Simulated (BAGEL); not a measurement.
# HF/3-21G (density fitting with qzvpp-jkfit) run of LiH (SMILES [LiH])

What is the energy change on altering one bond length of LiH at HF/3-21G (density fitting with qzvpp-jkfit)? 

The results are computed with BAGEL 1.2.2.

17 further runs of the same task are left out: 17 set aside as unsound or not needed.

### 1 Starting point

LiH has 2 atoms, charge 0, and is taken as a singlet. SMILES: `[LiH]`. The bond length is the measured one.

Bond lengths: Li1–H2 1.596 Å.

### 2 The energy at HF/3-21G (density fitting with qzvpp-jkfit)

job.json

```json
{ "bagel" : [

{
  "title" : "molecule",
  "basis" : "3-21g",
  "df_basis" : "qzvpp-jkfit",
  "angstrom" : true,
  "geometry" : [
    { "atom" : "Li", "xyz" : [       0.000000,       0.000000,       0.000000 ] },
    { "atom" : "H", "xyz" : [       0.000000,       0.000000,       1.595700 ] }
  ]
},

{ "title" : "hf" },

{ "title" : "print", "file" : "orbitals.molden", "orbitals" : true }

]}
```

The run is started by

```
$ BAGEL_NUM_THREADS=1 BAGEL job.json > job.out
```

Output:

```text
* using 1 threads per process

  ===============================================================
  ===============================================================

  *** Geometry ***

  { "atom" : "Li", "xyz" : [      0.000000,      0.000000,      0.000000 ] },
  { "atom" : "H", "xyz" : [      0.000000,      0.000000,      3.015436 ] },

  Number of auxiliary basis functions:       69

  Since a DF basis is specified, we compute 2- and 3-index integrals:
    o Being stored without compression. Storage requirement is 0.000 GB

  Number of basis functions:       11
  Number of electrons      :        4

    * METHOD: MOLECULE                             0.03

  *** RHF ***

  === Nuclear Repulsion ===
     0.9948810127

      * DIIS with orbital gradients will be used.

  === RHF iteration (3-21g) ===
      0         -7.91898474          0.02085771           0.00
      1         -7.92926956          0.00250567           0.00
      2         -7.92961345          0.00026934           0.00
      3         -7.92962180          0.00003490           0.00
      4         -7.92962186          0.00000762           0.00
      5         -7.92962186          0.00000117           0.00
      6         -7.92962186          0.00000010           0.00
      7         -7.92962186          0.00000001           0.00
    * SCF iteration converged.

    * Permanent dipole moment:
           (    0.000000,    -0.000000,     2.319073) a.u.

    * METHOD: HF                                   0.03

    * METHOD: PRINT                                0.00

  ===============================================================
```

It took 0.42 s on 1 thread of Intel Xeon Platinum 8488C (Sapphire Rapids), shared host.

### 3 The distorted shape, same level

input.json

```json
{ "bagel": [

{
  "title": "molecule",
  "basis": "3-21g",
  "df_basis": "qzvpp-jkfit",
  "angstrom": true,
  "geometry": [
    { "atom": "Li", "xyz": [       0.000000,       0.000000,      -1.276600 ] },
    { "atom": "H", "xyz": [       0.000000,       0.000000,       1.595700 ] }
  ]
},

{
  "title": "hf"
},

{
  "title": "print",
  "file": "orbitals.molden",
  "orbitals": true
}

]}
```

The run is started by

```
$ BAGEL_NUM_THREADS=1 BAGEL input.json > input.out
```

Output:

```text
* using 1 threads per process

  ===============================================================
  ===============================================================

  *** Geometry ***

  { "atom" : "Li", "xyz" : [      0.000000,      0.000000,     -2.412424 ] },
  { "atom" : "H", "xyz" : [      0.000000,      0.000000,      3.015436 ] },

  Number of auxiliary basis functions:       69

  Since a DF basis is specified, we compute 2- and 3-index integrals:
    o Being stored without compression. Storage requirement is 0.000 GB

  Number of basis functions:       11
  Number of electrons      :        4

    * METHOD: MOLECULE                             0.02

  *** RHF ***

  === Nuclear Repulsion ===
     0.5527039766

      * DIIS with orbital gradients will be used.

  === RHF iteration (3-21g) ===
      0         -7.84108202          0.02606312           0.00
      1         -7.86473959          0.00247660           0.00
      2         -7.86514469          0.00070331           0.00
      3         -7.86518411          0.00019666           0.00
      4         -7.86518710          0.00002051           0.00
      5         -7.86518715          0.00000250           0.00
      6         -7.86518715          0.00000014           0.00
      7         -7.86518715          0.00000004           0.00
      8         -7.86518715          0.00000000           0.00
    * SCF iteration converged.

    * Permanent dipole moment:
           (   -0.000000,     0.000000,     3.487076) a.u.

    * METHOD: HF                                   0.04

    * METHOD: PRINT                                0.00

  ===============================================================
```

Run time: 0.34 s. Hardware: 1 thread of Intel Xeon Platinum 8488C (Sapphire Rapids), shared host.

### 4 Results

At HF/3-21G (density fitting with qzvpp-jkfit):

| quantity | value |
| --- | --- |
| first shape: total energy | -7.92962 Eh |
| first shape: dipole moment | 5.89 D |
| first shape: HOMO energy | -8.13 eV |
| first shape: LUMO energy | 0.09 eV |
| first shape: HOMO–LUMO gap | 8.23 eV |
| distorted shape: total energy | -7.86519 Eh |
| distorted shape: dipole moment | 8.86 D |
| distorted shape: HOMO energy | -6.41 eV |
| distorted shape: LUMO energy | -0.68 eV |
| distorted shape: HOMO–LUMO gap | 5.74 eV |
| energy change with the Li1–H2 bond stretched from 1.596 to 2.872 Å | 1.753 eV |

In words: One bond (distorted shape) is far stretched, which a spin-restricted single reference describes badly; a broken-symmetry solution may lie lower. With the Li1–H2 bond stretched from 1.596 to 2.872 Å the energy rises by 1.75 eV (40 kcal/mol). The first shape isn't relaxed at this level, so the change isn't measured from a minimum. A restricted reference can't describe the breaking bond well at this length.
